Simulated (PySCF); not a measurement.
Structure problem from calculated spectra and properties.

Formula: CF2O.

- UV, first state: lowest singlet excitation: 7.18 eV (173 nm, f = 0.000) [TDDFT CAM-B3LYP/aug-cc-pVTZ]
- NMR, other nuclei: isotropic shieldings of nuclei other than C and H, by class: 22 (1 O), 200 (2 F) ppm [GIAO B97-2/pcSseg-2]
- UV, strongest line: among the 10 lowest singlet transitions: S4 at 10.11 eV (123 nm, f = 0.149) [TDDFT CAM-B3LYP/aug-cc-pVTZ]
- Rotational structure: rotational constants A, B, C: 11.888, 11.826, 5.928 GHz [PBE0-D3(BJ)/def2-TZVP]
- Dipole: 1.10 D [CAM-B3LYP/aug-cc-pVTZ]
- 13C NMR: chemical shifts (computed TMS as zero) by class: 145.1 (1 C) ppm [GIAO B97-2/pcSseg-2]

The electronic properties come from PySCF, for the isolated species, density fitting. Levels stand in brackets. Geometry: PBE0-D3(BJ)/def2-TZVP; no solvent, vibrations or thermal averaging. NMR classes are plain means over equivalent atoms (diastereotopic ones count apart unless rotation or inversion swaps them), as if these changed places fast.

**Question.** Give a SMILES that accounts for the data.

**Answer.** Numbering: `[O:1]=[C:2]([F:3])[F:4]`. Its formula, CF2O, gives 1 degree of unsaturation: 0 rings and 1 π bond in the structure found. The one carbon: carbonyl carbon [C2] (145.1 ppm). The other shieldings belong to: 22 ppm, carbonyl oxygen [O1]; 200 ppm, acyl fluorine [F3/F4]. The optimised geometry has point group C2v and is an asymmetric top. Structure: `O=C(F)F` (carbonyl fluoride). The assignments are read from this structure; whether some other isomer fits the data as well wasn't checked.
